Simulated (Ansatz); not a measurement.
## Γ–Γ gap of zinc-blende GaP: levels of theory against measurement

Reference value: 2.89 eV (measured, 0 K, recommended value of a review; gaps at 0 K; as tabulated in Vurgaftman et al. (2001), doi:10.1063/1.1368156).

| level (code) | value (eV) | cell (Å³/atom) | difference (eV) |
|---|---|---|---|
| LDA+SOC (Ansatz) | 1.58 | 20.24 | -1.31 |
| BLYP (Ansatz) | 1.71 | 20.24 | -1.18 |
| PBE+SOC (Ansatz) | 1.80 | 20.24 | -1.09 |
| RPBE (Ansatz) | 1.96 | 20.24 | -0.93 |
| PBE-D3(BJ) (Ansatz) | 1.85 | 20.19 | -1.04 |
| PBE-D4 (Ansatz) | 1.91 | 20.05 | -0.98 |
| rVV10 (Ansatz) | 1.33 | 21.08 | -1.56 |
| r²SCAN+SOC (Ansatz) | 2.34 | 20.24 | -0.55 |
| r²SCAN+rVV10 (Ansatz) | 2.41 | 20.08 | -0.48 |
| B3LYP (VWN-RPA form) (Ansatz) | 2.98 | 20.24 | +0.09 |
| r²SCANh (Ansatz) | 2.93 | 20.17 | +0.04 |
| Hartree–Fock (Ansatz) | 9.05 | 20.24 | +6.16 |

Once the reference is moved by up to 0.20 eV (a margin picked here for doubts on the reference and the settings, and for temperature and zero-point motion) and values within 0.03 eV count as equal, the nearest can be r²SCANh (+0.04 eV) or B3LYP (VWN-RPA form) (+0.09 eV). Among them Hartree–Fock (+6.16 eV) misses by most.

Density-functional gaps are differences of (generalised) Kohn–Sham levels of a static lattice; semilocal ones lie below quasiparticle gaps as a rule. Measured gaps hold zero-point and thermal shifts unless a correction is named. Spin–orbit coupling is included only where a level's name says +SOC; with heavier elements it mostly lowers gaps and can invert bands.  Values are at the measured cell; PBE-D3(BJ) at the level's own equilibrium cell; PBE-D4 at the level's own equilibrium cell; rVV10 at the level's own equilibrium cell; r²SCAN+rVV10 at the level's own relaxed cell; r²SCANh at the level's own relaxed cell. Cutoffs and k meshes differ between the levels. Ansatz's density-functional and Hartree–Fock values are scalar-relativistic unless marked +SOC, with PAW data made under PBE.

Differences are worked out from the printed values.

Ansatz is an electronic-structure program.
